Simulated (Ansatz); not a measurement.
## Ansatz (development build ahead of 0.2.0) run

```yaml
crystal:
  periodic: [false, false, false]
  atoms:
    - { symbol: C, position_ang: [-0.05372, -0.49493, -0.06026] }
    - { symbol: O, position_ang: [-0.05014, -0.49804, 1.16699] }
    - { symbol: "N", position_ang: [0.02874, 0.67995, -0.93616] }
    - { symbol: H, position_ang: [0.08554, -1.32538, -0.70668] }
    - { symbol: H, position_ang: [0.03044, 0.54542, -1.84217] }
    - { symbol: H, position_ang: [-0.11364, 1.6203, -0.37099] }
basis:
  gaussian: { orbitals: cc-pVDZ }
hamiltonian:
  xc: hf
correlation:
  method: mp2
  frozen_orbitals: { C: 1, H: 0, "N": 1, O: 1 }
```

The input is written out in the form of the current development build from the run's settings.

The run gave:

```
Converged                       : yes
Reference energy                : -168.91156 hartree
Correlation energy              : -0.48947 hartree
Total energy                    : -169.40102 hartree
Spin squared of the determinant : 0.000
```

Caution: no unrestricted run beside it, a lower state can exist.
